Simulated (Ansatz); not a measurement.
Molecule: dimethylamine, C2H7N, charge 0, multiplicity 1. SMILES: CNC
Geometry from a B3LYP-D3(BJ)/def2-TZVP (Ansatz, a quantum-chemistry and plane-wave program) optimisation:
```
N
H 1 1.0122
C 1 1.4533 2 109.85
H 3 1.0907 1 109.81 2 53.61
H 3 1.0928 4 107.72 1 -119.03
H 3 1.1029 4 108.38 5 -115.97
C 1 1.4533 2 109.85 3 -124.94
H 7 1.0907 1 109.81 2 -53.61
H 7 1.0928 8 107.72 1 119.03
H 7 1.1029 8 108.38 9 115.97
```
Charge 0, spin multiplicity 1.

Wanted: atomisation energy (electronic, to ground-state atoms); the coupled-cluster value holds the core correlation from cc-pwCVTZ, in kcal/mol. Valence correlation only, unless marked. Open shells are spin-unrestricted. Spin-orbit coupling is left out. No relativistic terms. CBS(X,Y): correlation extrapolated as X^-3; Hartree-Fock from the larger set. The bracket is a focal-point correction in the basis named.

Level to compare with: RI-MP2/CBS(aug-cc-pVTZ,aug-cc-pVQZ)+[CCSD(T)-MP2]/aug-cc-pVTZ plus the core term (Ansatz), 873.0 kcal/mol. It is a level with limits of its own, and the differences hold the functionals' basis error too.

**Question.** Rank these functionals by how close they come to RI-MP2/CBS(aug-cc-pVTZ,aug-cc-pVQZ)+[CCSD(T)-MP2]/aug-cc-pVTZ, closest first: r2SCAN/def2-TZVPD (Ansatz); wB97X/def2-TZVPD (Ansatz); r2SCAN0/def2-TZVPD (Ansatz); PBE/def2-TZVPD (Ansatz).

**Answer.** wB97X/def2-TZVPD (range-separated hybrid, 868.6 kcal/mol, difference -4.4), r2SCAN/def2-TZVPD (meta-GGA, 865.9 kcal/mol, difference -7.1), PBE/def2-TZVPD (GGA, 882.3 kcal/mol, difference 9.3), r2SCAN0/def2-TZVPD (hybrid meta-GGA, 856.7 kcal/mol, difference -16.3)
